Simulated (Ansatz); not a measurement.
Ansatz (a first-principles code) input (B3LYP-D3(BJ)/def2-TZVP):

Ansatz 0.2 input:
```yaml
crystal:
  periodic: [false, false, false]
  atoms:
    - {symbol: C, position_ang: [-0.01156122, 1.36676401, -0.00975614]}
    - {symbol: C, position_ang: [1.19725459, 0.66538247, -0.00899271]}
    - {symbol: C, position_ang: [1.23426853, -0.71722410, 0.09735932]}
    - {symbol: C, position_ang: [0.01520751, -1.37228242, 0.00287912]}
    - {symbol: C, position_ang: [-1.19365715, -0.67091179, 0.00208147]}
    - {symbol: C, position_ang: [-1.23062345, 0.71174625, -0.10441757]}
    - {symbol: H, position_ang: [-0.01115930, 2.44116421, 0.14930197]}
    - {symbol: H, position_ang: [2.12886881, 1.19756713, -0.17674826]}
    - {symbol: H, position_ang: [2.16707221, -1.25831193, 0.10833593]}
    - {symbol: H, position_ang: [0.01472461, -2.44671993, -0.15614881]}
    - {symbol: H, position_ang: [-2.12527179, -1.20316279, 0.17005158]}
    - {symbol: H, position_ang: [-2.16341065, 1.25282915, -0.11502498]}
basis:
  gaussian:
    orbitals: def2-TZVP
hamiltonian:
  xc: b3lyp
  dispersion: d3bj
total_charge: 1
magnetization: {spin_polarized: true, initial_magnetization: 1}
relax: {f_tol: 0.002, max_steps: 150}
```

End of the output:

```
these checks for a lower state are left out or cut short: starts, cluster_reference, orbital_swaps, neighbouring_geometries, increment
integrals: 0.14 GiB planned
1344 factors; their error is unknown
mean field: 1.76 GiB planned
mean field evaluation 224: about -6313.1106 eV, gradient 7.8e-3 eV
mean field -6313.11057170 eV, -232.0025343301 hartree, gradient 2.4e-5 eV, S^2 0.763230; 0 other end points of the search recorded, 0 dependent functions left out
the calculation of the forces begins
reference -6313.11083336 eV, -232.0025439458 hartree; 21, 20 occupied and 201, 202 virtual orbitals, 1344 factors
relax step  20: F+E_penalty+E_count = -6313.62367827 eV  Δ(F+E_penalty+E_count) = -1.213e-5 eV  max|allowed force component| = 1.897e-3 eV/Å  Δτ_max = 0.0006 Å  (50 SCF iters, accepted)
integrals: 0.14 GiB planned
1344 factors; their error is unknown
mean field: 1.76 GiB planned
mean field evaluation 256: about -6313.1106 eV, gradient 8.2e-3 eV
mean field -6313.11057170 eV, -232.0025343301 hartree, gradient 1.8e-5 eV, S^2 0.763230; 3 other end points of the search recorded, 0 dependent functions left out
the calculation of the forces begins
reference -6313.11083336 eV, -232.0025439458 hartree; 21, 20 occupied and 201, 202 virtual orbitals, 1344 factors
Total energy: -6313.62393992 eV, -232.0214002642 hartree
Atom 0 at    -0.026561     1.415664    -0.010686 Å, force     0.000257    -0.001097     0.000023 eV/Å
Atom 1 at     1.196160     0.683656    -0.008152 Å, force    -0.000294     0.000102    -0.000077 eV/Å
Atom 2 at     1.213172    -0.741242    -0.000898 Å, force     0.001093     0.000783     0.000188 eV/Å
Atom 3 at     0.030197    -1.421185     0.003860 Å, force    -0.001895     0.000568    -0.000157 eV/Å
Atom 4 at    -1.192544    -0.689174     0.001290 Å, force     0.000607    -0.000804     0.000329 eV/Å
Atom 5 at    -1.209566     0.735701    -0.005926 Å, force     0.000185     0.000503    -0.000374 eV/Å
Atom 6 at     0.001603     2.496559    -0.016335 Å, force     0.000120     0.000450     0.000168 eV/Å
Atom 7 at     2.135445     1.223426    -0.011758 Å, force    -0.000079     0.000443    -0.000105 eV/Å
Atom 8 at     2.161375    -1.260927     0.000773 Å, force     0.000233    -0.000454     0.000069 eV/Å
Atom 9 at     0.002016    -2.502080     0.009498 Å, force    -0.000084    -0.000464    -0.000124 eV/Å
Atom 10 at    -2.131823    -1.228956     0.004868 Å, force     0.000088    -0.000447     0.000067 eV/Å
Atom 11 at    -2.157762     1.255399    -0.007613 Å, force    -0.000230     0.000417    -0.000008 eV/Å
Dipole moment:    -0.000008     0.000017    -0.000009 e Å
```
